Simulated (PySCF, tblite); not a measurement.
A set of runs on `C/C=C/C#N`; the geometry of each is named by its level. Settings lines and outputs come from a driver script.

C4H5N.
Atom-mapped SMILES: `[CH3:1]/[CH:2]=[CH:3]/[C:4]#[N:5]` (hydrogens: H6, H7, H8 on C1; H9 on C2; H10 on C3)

Step 1: GFN2-xTB geometry optimisation, gas phase (tblite 0.8.0) (from a force-field or distance-geometry start)
```json
{"job": {"kind": "relax", "xc": "GFN2-xTB", "basis": "xTB"}, "charge": 0, "multiplicity": 1}
```
```
step      E/eV     max force
  0    -379.96558    0.984
  1    -379.96617    2.326
  2    -379.98286    0.596
...
  7    -379.99315    0.044
  8    -379.99332    0.025
  9    -379.99338    0.022
 10    -379.99341    0.016
 11    -379.99343    0.009
```

Energy lowered by 0.6 kcal/mol over 11 steps; largest atomic force 0.009 eV/Å at the end. «max force» is the largest atomic force in eV/Å.

Step 2: GFN2-xTB harmonic vibrations, gas phase (tblite 0.8.0) (on the GFN2-xTB geometry)
```json
{"job": {"kind": "ir", "xc": "GFN2-xTB", "basis": "xTB"}, "charge": 0, "multiplicity": 1}
```
```
(table of modes left out)
```

24 modes from 160 to 3065 cm⁻¹ (unscaled, harmonic); zero-point energy 48.4 kcal/mol; all wavenumbers are real at this level.

Step 3: PBE0-D3(BJ)/def2-SVP geometry optimisation, gas phase (PySCF 2.14.0) (from the GFN2-xTB geometry)
```json
{"job": {"xc": "PBE0", "basis": "def2-SVP", "d3": "d3bj", "grid": 1, "kind": "geom"}, "charge": 0, "multiplicity": 1}
```
```
step   0  E = -209.74473186  max force = 0.027373
step   1  E = -209.74620712  max force = 0.002473
step   2  E = -209.74621149  max force = 0.000876
step   3  E = -209.74621638  max force = 0.000631
step   4  E = -209.74621880  max force = 0.000151
optimisation converged
```

Final energy -209.74622 Eh after 4 steps; dipole 4.63 D. Energies in Eh; «max force» is the largest Cartesian gradient component in Eh/bohr.

Q: Which step took the most CPU time, and about what did each take on Arm Neoverse N1, one thread, on a shared host?

A: Step 3, about 98 % of the total. CPU time by step: 1: under 0.1 s, 2: 0.23 s, 3: 17 s.

Final geometry (PBE0-D3(BJ)/def2-SVP):
```
atom  x, y, z in Å
C1    -1.3123    0.0185    0.7417
C2    -0.0981   -0.4445    0.0219
C3     0.9333    0.3450   -0.3186
C4     2.0840   -0.1377   -1.0095
N5     3.0263   -0.5157   -1.5710
H6    -2.2176   -0.1847    0.1459
H7    -1.2752    1.0938    0.9658
H8    -1.4351   -0.5329    1.6888
H9    -0.0486   -1.5066   -0.2456
H10    0.9294    1.4126   -0.0728
```

 (This holds for the electronic-property runs.)
